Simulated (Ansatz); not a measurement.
Compare A (`C=CC(O)(F)F`) with its isomer B (`C=C(O)C(F)F`).

Program: Ansatz. Geometries: PBE0-D4/def2-TZVP. ΔE: electronic, gas phase. CCSD(T)/CBS adds triple-zeta CCSD(T) − MP2 to the extrapolated MP2 energy (def2 sets, frozen cores). DFT in def2-TZVPP. B3LYP here is the variant with VWN-RPA as its local correlation; programs differ in this. One conformer a species, not always the lowest.

Question: Which isomer does CCSD(T)/CBS put lower? Give the gap. (An estimate is asked.)

Answer: Computed: A, by 10.2 kcal/mol.

Question: Give E(B) − E(A) in kcal/mol with B3LYP, HF/def2-TZVPP, r2SCAN-D4, PBE-D4, ωB97M-V, MP2/def2-TZVPP, CCSD/def2-TZVPP. (Best estimate.)

Answer: The calculation gave: B3LYP 8.5, HF/def2-TZVPP 11.9, r2SCAN-D4 9.1, PBE-D4 7.4, ωB97M-V 10.2, MP2/def2-TZVPP 10.1, CCSD/def2-TZVPP 10.6. None reverses the order clearly.

Largest T1 diagnostic: 0.012.

From PBE to PBE0 (25 % exact exchange), in def2-TZVPP and without D4, E(B) − E(A) moves by +1.4 kcal/mol. In def2-TZVPP, CCSD(T) changes the Hartree–Fock value by −1.5 kcal/mol (the triples alone add −0.3 kcal/mol) and MP2 by −1.8 kcal/mol.
